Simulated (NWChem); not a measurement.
Molecule: silicon monoxide (SiO, singlet); SMILES O=[Si]

Computed with NWChem. Low-valent species are run as closed-shell singlets; no triplet was tried in these runs. All runs use the structure optimised with PBE0-D3(BJ)/def2-TZVP. Level: PBE0/aug-cc-pVDZ; rows give the wavelength of the field.

```tsv
field	isotropic polarisability (bohr³)	anisotropy (bohr³)
static	29.1	7.1
1065 nm	29.6	7.1
589 nm	30.7	7.1
```
